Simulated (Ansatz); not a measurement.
# Nudged elastic band run: BFH₄

Input:

```yaml
crystal:
  periodic: [false, false, false]
  atoms:
    - { symbol: B, position_ang: [-0.065459, 0.504938, -0.821204] }
    - { symbol: F, position_ang: [1.256401, 0.616316, -0.769963] }
    - { symbol: H, position_ang: [-0.529517, -0.449974, -1.417989] }
    - { symbol: H, position_ang: [-0.727184, 1.374203, -0.282818] }
    - { symbol: H, position_ang: [0.412619, -0.966752, 1.627039] }
    - { symbol: H, position_ang: [-0.346861, -1.07863, 1.664936] }
basis:
  gaussian: { orbitals: def2-SVP }
hamiltonian:
  xc: pbe
neb:
  order_check: false
  images: 5
  f_tol: 0.2
  max_iterations: 60
  final_atoms:
    - { symbol: B, position_ang: [-0.50484846, 0.0939863, -0.23932566] }
    - { symbol: F, position_ang: [1.35035614, 0.09146875, 0.09030213] }
    - { symbol: H, position_ang: [-0.54619085, -0.49209453, -1.30251314] }
    - { symbol: H, position_ang: [-0.74057226, 1.28477856, -0.19499493] }
    - { symbol: H, position_ang: [1.1667792, -0.41386716, 0.86867102] }
    - { symbol: H, position_ang: [-0.72552476, -0.56417092, 0.77786159] }
  initial_path:
    images:
      - { positions_ang: [[-0.065459, 0.504938, -0.821204], [1.256401, 0.616316, -0.769963], [-0.529517, -0.449974, -1.417989], [-0.727184, 1.374203, -0.282818], [0.412619, -0.966752, 1.627039], [-0.346861, -1.07863, 1.664936]] }
      - { positions_ang: [[-0.14866965, 0.38246764, -0.63913514], [1.28768068, 0.47457129, -0.53729308], [-0.53328897, -0.47647407, -1.34572803], [-0.72884724, 1.32016363, -0.22700579], [0.45854186, -0.76100731, 1.30313132], [-0.33541768, -0.93962017, 1.44603172]] }
      - { positions_ang: [[-0.23188031, 0.25999727, -0.45706628], [1.31896037, 0.33282658, -0.30462317], [-0.53706093, -0.50297414, -1.27346707], [-0.73051049, 1.26612426, -0.17119358], [0.50446471, -0.55526263, 0.97922364], [-0.32397435, -0.80061034, 1.22712745]] }
      - { positions_ang: [[-0.31509096, 0.13752691, -0.27499741], [1.35024005, 0.19108187, -0.07195325], [-0.5408329, -0.52947422, -1.2012061], [-0.73217373, 1.21208489, -0.11538136], [0.55038757, -0.34951794, 0.65531596], [-0.31253103, -0.66160051, 1.00822317]] }
      - { positions_ang: [[-0.37834346, 0.12301337, -0.26310683], [1.35027874, 0.1578775, -0.01786813], [-0.54261888, -0.51701432, -1.23497512], [-0.73497324, 1.23631611, -0.14191922], [0.75585145, -0.37096768, 0.72643431], [-0.45019561, -0.62912398, 0.93143598]] }
      - { positions_ang: [[-0.44159596, 0.10849983, -0.25121625], [1.35031744, 0.12467313, 0.036217], [-0.54440487, -0.50455442, -1.26874413], [-0.73777275, 1.26054733, -0.16845707], [0.96131532, -0.39241742, 0.79755267], [-0.58786019, -0.59664745, 0.85464878]] }
      - { positions_ang: [[-0.50484846, 0.0939863, -0.23932566], [1.35035614, 0.09146875, 0.09030213], [-0.54619085, -0.49209453, -1.30251314], [-0.74057226, 1.28477856, -0.19499493], [1.1667792, -0.41386716, 0.86867102], [-0.72552476, -0.56417092, 0.77786159]] }
```

Run as:

```bash
$ ansatz run input.yaml --threads 1 --pin off --max-ram 2048MiB --backend cpu --events-out ev --progress --plain --runs-dir out
```

Output, in part (warnings, iteration lines, the closing report on the highest movable image, with atoms numbered from 0):

```
NEB end point (image 0): max|allowed force component| = 1.216e-2 eV/Å (the criterion of neb.relax_end_points is 4.000e-2)
NEB end point (image 6): max|allowed force component| = 7.598e-3 eV/Å (the criterion of neb.relax_end_points is 4.000e-2)
NEB iter   1: max|band force component| = 5.097e0 eV/Å  barrier→ = 1.6395 eV  barrier← = 0.4183 eV  Δτ_max = 0.2000 Å  (153 SCF iters)
NEB iter   2: max|band force component| = 3.455e0 eV/Å  barrier→ = 1.5525 eV  barrier← = 0.3313 eV  Δτ_max = 0.1986 Å  (136 SCF iters)
NEB iter   3: max|band force component| = 6.613e0 eV/Å  barrier→ = 1.5382 eV  barrier← = 0.3170 eV  Δτ_max = 0.1009 Å  (139 SCF iters)
NEB iter   4: max|band force component| = 1.725e0 eV/Å  barrier→ = 1.3276 eV  barrier← = 0.1064 eV  Δτ_max = 0.0945 Å  (127 SCF iters)
NEB iter   5: max|band force component| = 9.647e-1 eV/Å  barrier→ = 1.2961 eV  barrier← = 0.0749 eV  Δτ_max = 0.0905 Å  (128 SCF iters)
NEB iter   6: max|band force component| = 3.131e-1 eV/Å  barrier→ = 1.2924 eV  barrier← = 0.0712 eV  CI = image 5  Δτ_max = 0.1673 Å  (130 SCF iters)
NEB iter   7: max|band force component| = 5.851e-1 eV/Å  barrier→ = 1.3976 eV  barrier← = 0.1763 eV  CI = image 5  Δτ_max = 0.0766 Å  (136 SCF iters)
NEB iter   8: max|band force component| = 4.815e-1 eV/Å  barrier→ = 1.3805 eV  barrier← = 0.1593 eV  CI = image 5  Δτ_max = 0.0386 Å  (125 SCF iters)
NEB iter   9: max|band force component| = 3.151e-1 eV/Å  barrier→ = 1.3680 eV  barrier← = 0.1468 eV  CI = image 5  Δτ_max = 0.0170 Å  (128 SCF iters)
NEB iter  10: max|band force component| = 1.192e-1 eV/Å  barrier→ = 1.3664 eV  barrier← = 0.1452 eV  CI = image 5  Δτ_max = 0.0000 Å  (227 SCF iters)
Total energy: -3450.13353839 eV, -126.7900689512 hartree
Atom 0 at    -0.296226     0.129792    -0.260109 Å, force     0.098271    -0.004578     0.022448 eV/Å
Atom 1 at     1.352937     0.139583     0.013642 Å, force    -0.119219    -0.048133     0.055272 eV/Å
Atom 2 at    -0.535818    -0.557263    -1.226923 Å, force    -0.006247    -0.000589     0.003890 eV/Å
Atom 3 at    -0.732209     1.247435    -0.102296 Å, force    -0.008171    -0.004922     0.003066 eV/Å
Atom 4 at     0.652766    -0.386586     0.735478 Å, force     0.037116     0.056300    -0.085942 eV/Å
Atom 5 at    -0.441451    -0.572861     0.840209 Å, force    -0.001749     0.001923     0.001267 eV/Å
Dipole moment:     0.004576    -0.144682     0.232970 e Å
```

The forces met the threshold. The threshold of 0.2 eV/Å is loose, so the images may lie well off the minimum-energy path. Another band between the same ends (5 images) ends at a top of the same energy, where a vibrational analysis finds 1 clearly imaginary mode. The orbitals stay closed-shell, which can raise the energy where a bond breaks towards radicals; this wasn't checked here.

Final band (atoms are numbered from 1 in the order of the input):

```
image  path coordinate (Å)  energy (eV)  H5–H6 (Å)  B1–H6 (Å)  F2–H5 (Å)
    0                 0.00         0.00       0.77       2.96       2.99
    1                 0.43         0.01       0.77       2.55       2.82
    2                 0.86         0.05       0.77       2.18       2.45
    3                 1.29         0.21       0.77       1.83       2.03
    4                 1.72         0.78       0.84       1.51       1.56
    5                 2.15         1.37       1.11       1.31       1.13
    6                 2.81         1.22       1.90       1.23       0.95
```

Time of the run: 39 s on 1 CPU thread of a shared host.
